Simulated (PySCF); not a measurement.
B3LYP has the VWN-RPA correlation part, as in Gaussian. Excitations are Tamm–Dancoff values on a coarser integration grid. The basis has no diffuse functions, so Rydberg states are missing or too high.

C₃H₄, SMILES `C#CC` (charge 0, multiplicity 1)

The numbers are results of B3LYP-D3(BJ)/def2-TZVP (PySCF), not measurements.

The HOMO is -7.49 eV and the dipole moment comes out as 0.82 D. The HOMO–LUMO gap comes out as 8.53 eV, the LUMO is 1.04 eV and the S1 excitation (TDA) is 6.72 eV. The S1 oscillator strength comes out as 0.000 and the vertical ionisation energy (Delta-SCF) comes out as 10.30 eV. The total energy is -116.7109 Ha and the cost is about 40 core-seconds (a rough figure).

Bonds (Å): C1–C2 1.200, C1–H4 1.062, C2–C3 1.454, C3–H5 1.092, C3–H6 1.092, C3–H7 1.092. Bond angles (°): C2–C1–H4 180.0, C1–C2–C3 180.0, C2–C3–H5 110.9, C2–C3–H6 110.9, C2–C3–H7 110.9, H5–C3–H6 108.0, H5–C3–H7 108.0, H6–C3–H7 108.0.
